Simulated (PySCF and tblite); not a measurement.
1,3-difluoropropane, C₃H₆F₂, numbered as in [F:1][CH2:2][CH2:3][CH2:4][F:5].

Search: ETKDG and KDG, MMFF94s, GFN2-xTB, 90 starts; geometries at PBE0-D3(BJ)/def2-SVP. Weights use PBE0-D3(BJ)/def2-TZVP energies plus GFN2-xTB zero-point and thermal terms (modes under about 100 cm⁻¹ blended into free rotors). Symmetry numbers and mirror images are counted. Conformers within 3 kcal/mol (GFN2-xTB free energy) were kept, 8 at most. GIAO shieldings: PBE0/pcSseg-2. Shifts are against TMS (¹H), TMS (¹³C), CFCl3 (¹⁹F) at the same level. (PySCF 2.14, tblite 0.8.)

Torsions listed: F1–C2–C3–C4, C2–C3–C4–F5. Of a mirror pair one member is shown.

| conformer | shape | weight % | dipole D |
| --- | --- | --- | --- |
| 1 | -61°, -61° | 61.5 | 2.07 |
| 2 | -60°, 179° | 35.6 | 1.91 |
| 3 | 180°, 180° | 1.8 | 1.71 |
| 4 | 66°, -67° | 1.1 | 3.33 |

Task: How does the computed dipole moment compare with the measured one in the gas phase?

Result: Computed: 2.07 D in the leading conformer, 2.03 D as root mean square over the ensemble. Measured: 2.082 D (NIST CCCBDB Release 22 (SRD 101), experimental dipoles), which may belong to one conformer.
